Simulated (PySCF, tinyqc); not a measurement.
Inside a calculation. Method: RHF in the sto-6g basis, for CH2, spin multiplicity 1. The lowest restricted solution is unstable here: a spin-polarised one lies 0.0260 hartree lower (PySCF). One step of it, computed by the program tinyqc.

Problem. Iteration 1: diagonalisation and new density. Diagonalise F' = X^T F X, C = X C', fill 4 alpha and 4 beta electrons from the bottom; D = 2 C_occ C_occ^T. Each column has its largest component positive (the first on a tie).

Fock matrix F (hartree):
```
             1C 1s      1C 2s    1C 2px     1C 2py     1C 2pz      2H 1s      3H 1s
1C 1s   -10.832464  -2.799520  0.000000   0.000000  -0.027161  -0.535669  -0.535669
1C 2s    -2.799520  -1.197221  0.000000   0.000000  -0.107193  -0.558896  -0.558896
1C 2px    0.000000   0.000000  0.393989   0.000000   0.000000   0.000000   0.000000
1C 2py    0.000000   0.000000  0.000000  -0.135527   0.000000  -0.313626   0.313626
1C 2pz   -0.027161  -0.107193  0.000000   0.000000  -0.137622  -0.240084  -0.240084
2H 1s    -0.535669  -0.558896  0.000000  -0.313626  -0.240084  -0.348552  -0.179517
3H 1s    -0.535669  -0.558896  0.000000   0.313626  -0.240084  -0.179517  -0.348552
```

X:
```
            1C 1s      1C 2s    1C 2px     1C 2py     1C 2pz      2H 1s      3H 1s
1C 1s    1.025229  -0.143706  0.000000   0.000000  -0.010043   0.021527   0.021527
1C 2s   -0.143706   1.199002  0.000000   0.000000   0.102080  -0.266212  -0.266212
1C 2px   0.000000   0.000000  1.000000   0.000000   0.000000   0.000000   0.000000
1C 2py   0.000000   0.000000  0.000000   1.114922   0.000000  -0.220475   0.220475
1C 2pz  -0.010043   0.102080  0.000000   0.000000   1.059277  -0.155137  -0.155137
2H 1s    0.021527  -0.266212  0.000000  -0.220475  -0.155137   1.173502  -0.020781
3H 1s    0.021527  -0.266212  0.000000   0.220475  -0.155137  -0.020781   1.173502
```

Give: F' = X^T F X; orbital energies; coefficients C; D after iteration 1.

Solution.

F' = X^T F X (hartree):
```
          1        2       3        4        5        6        7
1  -10.6262  -1.4689  0.0000   0.0000  -0.0445  -0.0540  -0.0540
2   -1.4689  -0.4241  0.0000   0.0000   0.0756  -0.3822  -0.3822
3    0.0000   0.0000  0.3940   0.0000   0.0000   0.0000   0.0000
4    0.0000   0.0000  0.0000   0.1235   0.0000  -0.3703   0.3703
5   -0.0445   0.0756  0.0000   0.0000  -0.0204  -0.2373  -0.2373
6   -0.0540  -0.3822  0.0000  -0.3703  -0.2373   0.0197  -0.0563
7   -0.0540  -0.3822  0.0000   0.3703  -0.2373  -0.0563   0.0197
```

orbital energies (hartree): MO1 -10.8357, MO2 -0.6979, MO3 -0.4244, MO4 -0.1463, MO5 0.3940, MO6 0.5727, MO7 0.6239

coefficients C:
```
            MO1      MO2      MO3      MO4     MO5      MO6      MO7
1C 1s    0.9952  -0.1909   0.0000   0.1342  0.0000  -0.1671   0.0000
1C 2s    0.0211   0.6087   0.0000  -0.5890  0.0000   0.9447   0.0000
1C 2px   0.0000   0.0000   0.0000   0.0000  1.0000   0.0000   0.0000
1C 2py   0.0000   0.0000   0.5449   0.0000  0.0000   0.0000   1.0214
1C 2pz   0.0050   0.1887   0.0000   0.8004  0.0000   0.7103   0.0000
2H 1s   -0.0051   0.3265   0.4582   0.1626  0.0000  -0.7916  -0.7429
3H 1s   -0.0051   0.3265  -0.4582   0.1626  0.0000  -0.7916   0.7429
```

D after iteration 1:
```
          1C 1s    1C 2s  1C 2px   1C 2py   1C 2pz    2H 1s    3H 1s
1C 1s    2.0897  -0.3485  0.0000   0.0000   0.1528  -0.0912  -0.0912
1C 2s   -0.3485   1.4358  0.0000   0.0000  -0.7129   0.2058   0.2058
1C 2px   0.0000   0.0000  0.0000   0.0000   0.0000   0.0000   0.0000
1C 2py   0.0000   0.0000  0.0000   0.5939   0.0000   0.4993  -0.4993
1C 2pz   0.1528  -0.7129  0.0000   0.0000   1.3525   0.3834   0.3834
2H 1s   -0.0912   0.2058  0.0000   0.4993   0.3834   0.6860  -0.1537
3H 1s   -0.0912   0.2058  0.0000  -0.4993   0.3834  -0.1537   0.6860
```
